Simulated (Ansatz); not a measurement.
System: zinc-blende HgTe. Method: r²SCAN-D4 (Ansatz, a quantum-chemistry and plane-wave program, PAW).

Numerical settings: plane-wave cutoff 560 eV, 10×10×10 k mesh, Fermi–Dirac smearing 0.01 eV, scalar-relativistic PAW data made under PBE.

Energies at three volumes about the minimum:

```
V (Å³/atom)  E − E_lowest (meV/atom)
-----------  -----------------------
34.324                          1.91
35.025                          0.00
35.725                          1.76
```

Task: Fit a parabola by hand: where is the minimum, what lattice constant follows, and what is the bulk modulus?

Result: Slopes: (0.00 − 1.91)/(35.025 − 34.324) = -2.725 and (1.76 − 0.00)/(35.725 − 35.025) = 2.514 meV/Å³. Curvature E″ = 2 × (2.514 − (-2.725))/(35.725 − 34.324) = 7.479 meV/Å⁶. From the middle of the first interval, the slope vanishes at V0 = 34.6745 − (-2.725)/7.479 = 35.039 Å³/atom. B = V0 E″ = 35.039 × 7.479 meV/Å³ × 0.1602 GPa per meV/Å³ = 42.0 GPa. With 8 atoms in the cube, a = (8 × 35.039)^(1/3) = 6.545 Å. The full Birch–Murnaghan fit to all volumes gives V0 = 35.025 Å³/atom and B0 = 41.9 GPa.

Measured, for comparison: bulk modulus 42.3 GPa (temperature not stated, not corrected to a static lattice; as tabulated in Toher et al. (2017), arXiv:1611.05714); lattice constant a 6.46 Å (room temperature, not corrected to a static lattice; as tabulated in Cava et al. (2013), arXiv:1302.1059). Computed (rounded) less measured: bulk modulus -0.9 %.
